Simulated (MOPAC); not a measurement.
MOPAC input (PM7):

```
PM7 1SCF GEO-OK AUX(PRECISION=9) THREADS=1
CS2

S    -0.00000000 1   -0.00000000 1   -1.55270816 1
C     0.00000000 1    0.00000000 1    0.00000000 1
S     0.00000000 1    0.00000000 1    1.55270816 1
```

Task: What heat of formation does the run end on, and which ionisation energy by Koopmans theorem?

Result: 40.55 kcal/mol; 9.13 eV.
